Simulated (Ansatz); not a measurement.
Basis-set extrapolation for `C[OH+]C` (PBE0-D4/def2-TZVP geometry, frozen core, the Gaussian-basis code of Ansatz). Multiplicity 1, RHF reference.

|  | def2-TZVPP | def2-QZVPP |
| --- | --- | --- |
| HF | -154.454813 | -154.462422 |
| MP2 correlation | -0.586352 | -0.627013 |
| CCSD(T) correlation | -0.641883 | -0.678218 |

Energies in hartree. Use E(X) = E(∞) + A·exp(−7.88·√X) for Hartree–Fock and E(X) = E(∞) + B·X^(−2.97) for correlation, with X = 3 and 4.

Question: What is the CCSD(T) energy at the basis-set limit?

Answer: HF limit: -154.462422 + (-0.007609) × 0.13774 = -154.46347. Correlation limit: -0.678218 + (-0.036335) × 0.74074 = -0.70513. Total: -155.16860 hartree, 188.8 kJ/mol below CCSD(T)/def2-TZVPP.
